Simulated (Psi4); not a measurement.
# C2H4F2 (1,1-difluoroethane) at CCSD/6-311+G(d,p)

Aim: the energy change on altering one bond length of C2H4F2 (1,1-difluoroethane) at CCSD/6-311+G**, from 2 runs. 

The calculation is run with Psi4 1.11.

## Step 1: Starting point

C2H4F2: 8 atoms, total charge 0, spin state singlet. SMILES: `CC(F)F`. The shape is that of a PBE0-D4/def2-TZVP optimisation.

Bond lengths: C1–C2 1.497 Å, C2–F3 1.361 Å, C2–F4 1.361 Å, C1–H5 1.091 Å, C1–H6 1.091 Å, C1–H7 1.090 Å, C2–H8 1.095 Å. Some angles: C1–C2–F3 110.3°, C1–C2–F4 110.3°, F3–C2–F4 107.0°, C1–C2–H8 114.0°, F3–C2–H8 107.5°, F4–C2–H8 107.5°, C2–C1–H5 109.4°, C2–C1–H6 109.9°, C2–C1–H7 109.9°, H5–C1–H6 109.3°.

## Step 2: The energy at CCSD/6-311+G(d,p)

calc.py

```python
import psi4

psi4.set_memory(1600000000)
psi4.set_num_threads(1)
psi4.set_output_file('psi4.out', False)

geom = psi4.geometry("""
C      0.003300     0.777600     0.023300
C     -0.052000    -0.718200    -0.008200
F      0.925500    -1.243400     0.779100
F      0.168200    -1.172100    -1.271900
H      0.981400     1.111900    -0.325400
H     -0.157200     1.132800     1.041800
H     -0.771000     1.190600    -0.624000
H     -1.006100    -1.136400     0.329500
symmetry c1
""")

psi4.set_options({
    'basis': '6-311+G**',
    'reference': 'rhf',
    'puream': True,
    'e_convergence': 1e-09,
    'd_convergence': 1e-08,
    'scf_type': 'pk',
    'num_frozen_docc': 4,
})

E, wfn = psi4.energy("ccsd", molecule=geom, return_wfn=True)
print(f'total energy {E:.8f} hartree = {E * 27.211386:.5f} eV')
for k, v in sorted(psi4.core.scalar_variables().items()):
    print(f'{k:45s} {v:18.10f}')
```

Started as:

```sh
$ python calc.py
```

psi4.out:

```text
[...]
  Running in c1 symmetry.
[...]
  Nuclear repulsion =  132.710581920423635
[...]
  Multiplicity = 1
[...]
  Nalpha       = 17
  Nbeta        = 17
[...]
    Number of basis functions: 112
[...]
   @RHF iter   1:  -276.92673488899430   -5.66972e-01   4.12466e-03 ADIIS/DIIS
[...]
   @RHF iter  11:  -277.02958904760067   -3.29692e-12   3.30608e-09 DIIS
[...]
    Orbital Energies [Eh]
    ---------------------
    Doubly Occupied:
       1A    -26.306188     2A    -26.306148     3A    -11.408723
       4A    -11.244373     5A     -1.659472     6A     -1.596066
       7A     -1.055964     8A     -0.895816     9A     -0.778332
      10A     -0.757723    11A     -0.728807    12A     -0.664779
      13A     -0.627205    14A     -0.619190    15A     -0.572903
      16A     -0.565956    17A     -0.518956
[...]
  @RHF Final Energy:  -277.02958904760067
   => Energetics <=
    Nuclear Repulsion Energy =            132.7105819204236354
    One-Electron Energy =                -646.8671392092417136
    Two-Electron Energy =                 237.1269682412173552
    Total Energy =                       -277.0295890476006662
[...]
 Multipole Moments:
 ------------------------------------------------------------------------------------
     Multipole            Electronic (a.u.)      Nuclear  (a.u.)        Total (a.u.)
 ------------------------------------------------------------------------------------
 L = 1.  Multiply by 2.5417464519 to convert [e a0] to [Debye]
 Dipole X            :          1.7838347           -2.4677971           -0.6839624
 Dipole Y            :         -4.9040834            5.6432636            0.7391803
 Dipole Z            :         -0.8290481            1.1074789            0.2784308
 Magnitude           :                                                    1.0448520
[...]
      * MP2 total energy                      = -277.740327376381174
[...]
      * CCSD total energy                     = -277.765465023698823
```

On the terminal:

```text
total energy -277.76546502 hartree = -7558.38329 eV
CC D1 DIAGNOSTIC                                    0.0295965331
CC D2 DIAGNOSTIC                                    0.1362026595
CC NEW D1 DIAGNOSTIC                                0.0295965331
CC T1 DIAGNOSTIC                                    0.0115759951
CCSD CORRELATION ENERGY                            -0.7358759761
CCSD DOUBLES ENERGY                                -0.7358759761
CCSD ITERATIONS                                    16.0000000000
CCSD OPPOSITE-SPIN CORRELATION ENERGY              -0.5721008971
CCSD SAME-SPIN CORRELATION ENERGY                  -0.1637750790
CCSD SINGLES ENERGY                                 0.0000000000
CCSD TOTAL ENERGY                                -277.7654650237
CURRENT CORRELATION ENERGY                         -0.7358759761
CURRENT ENERGY                                   -277.7654650237
CURRENT REFERENCE ENERGY                         -277.0295890476
DD SOLVATION ENERGY                                 0.0000000000
HF KINETIC ENERGY                                 276.8534005489
HF POTENTIAL ENERGY                              -553.8829895965
HF TOTAL ENERGY                                  -277.0295890476
HF VIRIAL RATIO                                     2.0006363964
MP2 CORRELATION ENERGY                             -0.7107383288
MP2 DOUBLES ENERGY                                 -0.7107383288
MP2 OPPOSITE-SPIN CORRELATION ENERGY               -0.5290868794
MP2 SAME-SPIN CORRELATION ENERGY                   -0.1816514493
MP2 SINGLES ENERGY                                 -0.0000000000
MP2 TOTAL ENERGY                                 -277.7403273764
NUCLEAR REPULSION ENERGY                          132.7105819204
ONE-ELECTRON ENERGY                              -646.8671392092
PCM POLARIZATION ENERGY                             0.0000000000
PE ENERGY                                           0.0000000000
SCF ITERATION ENERGY                             -277.0295890476
SCF ITERATIONS                                     11.0000000000
SCF TOTAL ENERGY                                 -277.0295890476
TWO-ELECTRON ENERGY                               237.1269682412
```

It took 47 s on 1 thread of Intel Xeon Platinum 8488C (Sapphire Rapids), shared host; peak memory 1.4 GiB.

## Step 3: The distorted shape at the same level

job.json

```json
{
  "schema_name": "qcschema_input",
  "schema_version": 1,
  "molecule": {
    "schema_name": "qcschema_molecule",
    "schema_version": 2,
    "symbols": ["C", "C", "F", "F", "H", "H", "H", "H"],
    "geometry": [0.90765247, 1.86455875, -0.27502318, 0.80315061, -0.96209359, -0.33454955, 2.6503579, -1.95457775, 1.15323182, 1.2192683, -1.81984027, -2.72259646, 2.75599359, 2.4962942, -0.93397068, 0.60435142, 2.53578947, 1.64966288, -0.55556247, 2.64501564, -1.4982429, -1.90125345, -2.14748477, 0.62266476],
    "molecular_charge": 0,
    "molecular_multiplicity": 1,
    "fix_symmetry": "c1",
    "fix_com": true,
    "fix_orientation": true
  },
  "driver": "energy",
  "model": {
    "method": "ccsd",
    "basis": "6-311+G**"
  },
  "keywords": {
    "puream": true,
    "e_convergence": 1e-09,
    "d_convergence": 1e-08,
    "scf_type": "pk",
    "num_frozen_docc": 4
  }
}
```

Started as:

```sh
$ psi4 --qcschema job.json -n 1 --memory 1600MB
```

stdout:

```text
[...]
  Running in c1 symmetry.
[...]
  Nuclear repulsion =  130.551355060194879
[...]
  Multiplicity = 1
[...]
  Nalpha       = 17
  Nbeta        = 17
[...]
    Number of basis functions: 112
[...]
   @RHF iter   1:  -276.82706638289397   -7.16518e-01   4.32461e-03 ADIIS/DIIS
[...]
   @RHF iter  11:  -276.94044556536909   -6.70752e-12   5.10338e-09 DIIS
[...]
    Orbital Energies [Eh]
    ---------------------
    Doubly Occupied:
       1A    -26.323420     2A    -26.323377     3A    -11.461195
       4A    -11.254664     5A     -1.672448     6A     -1.609671
       7A     -1.057103     8A     -0.884585     9A     -0.770442
      10A     -0.750021    11A     -0.740654    12A     -0.674070
      13A     -0.640582    14A     -0.611708    15A     -0.579661
      16A     -0.571099    17A     -0.443768
[...]
  @RHF Final Energy:  -276.94044556536909
   => Energetics <=
    Nuclear Repulsion Energy =            130.5513550601948793
    One-Electron Energy =                -642.2466663914406126
    Two-Electron Energy =                 234.7548657658766729
    Total Energy =                       -276.9404455653690889
[...]
 Multipole Moments:
 ------------------------------------------------------------------------------------
     Multipole            Electronic (a.u.)      Nuclear  (a.u.)        Total (a.u.)
 ------------------------------------------------------------------------------------
 L = 1.  Multiply by 2.5417464519 to convert [e a0] to [Debye]
 Dipole X            :        -46.4214770           45.9949834           -0.4264936
 Dipole Y            :         23.8757890          -23.0253567            0.8504323
 Dipole Z            :         18.1288457          -17.9416041            0.1872416
 Magnitude           :                                                    0.9696347
[...]
      * MP2 total energy                      = -277.663491832193245
[...]
      * CCSD total energy                     = -277.691011307512497
[...]
```

The result, in JSON:

```text
{
 "driver": "energy",
 "model": {
  "method": "ccsd",
  "basis": "6-311+G**"
 },
 "success": true,
 "return_result": -277.6910113075125,
 "properties": {
  "calcinfo_nbasis": 112,
  "calcinfo_nmo": 112,
  "calcinfo_nalpha": 17,
  "calcinfo_nbeta": 17,
  "calcinfo_natom": 8,
  "nuclear_repulsion_energy": 130.55135506019488,
  "return_energy": -277.6910113075125,
  "scf_one_electron_energy": -642.2466663914406,
  "scf_two_electron_energy": 234.75486576587667,
  "scf_dipole_moment": [-0.4264935974337405, 0.850432339975761, 0.18724160871670392],
  "scf_total_energy": -276.9404455653691,
  "scf_iterations": 11,
  "mp2_same_spin_correlation_energy": -0.18367658950010868,
  "mp2_opposite_spin_correlation_energy": -0.5393696773240151,
  "mp2_singles_energy": -1.613580470225354e-26,
  "mp2_doubles_energy": -0.7230462668241238,
  "mp2_correlation_energy": -0.7230462668241238,
  "mp2_total_energy": -277.66349183219324,
  "ccsd_same_spin_correlation_energy": -0.16403509078193856,
  "ccsd_opposite_spin_correlation_energy": -0.5865306513614065,
  "ccsd_singles_energy": 0.0,
  "ccsd_doubles_energy": -0.750565742143345,
  "ccsd_correlation_energy": -0.7505657421433448,
  "ccsd_total_energy": -277.6910113075125,
  "ccsd_iterations": 17
 }
}
```

Run time: 50 s. Hardware: 1 thread of Intel Xeon Platinum 8488C (Sapphire Rapids), shared host; peak memory 1.4 GiB.

## Step 4: Outcome

At CCSD/6-311+G**, 4 core orbitals frozen:

| quantity | value |
| --- | --- |
| first shape: total energy | -277.76547 Eh |
| first shape: HOMO energy (Hartree–Fock orbitals) | -14.12 eV |
| first shape: LUMO energy (Hartree–Fock orbitals) | 1.88 eV |
| first shape: HOMO–LUMO gap (Hartree–Fock orbitals) | 16.00 eV |
| first shape: correlation energy (4 core orbitals frozen) | -735.9 mEh |
| first shape: T1 diagnostic | 0.012 |
| distorted shape: total energy | -277.69101 Eh |
| distorted shape: HOMO energy (Hartree–Fock orbitals) | -12.08 eV |
| distorted shape: LUMO energy (Hartree–Fock orbitals) | 1.95 eV |
| distorted shape: HOMO–LUMO gap (Hartree–Fock orbitals) | 14.03 eV |
| distorted shape: correlation energy (4 core orbitals frozen) | -750.6 mEh |
| distorted shape: T1 diagnostic | 0.013 |
| energy change with the C2–H8 bond stretched from 1.095 to 1.643 Å | 2.026 eV |

**Reading.** With the C2–H8 bond stretched from 1.095 to 1.643 Å the energy rises by 2.03 eV (195 kJ/mol). The first shape isn't relaxed at this level, so the change isn't measured from a minimum.
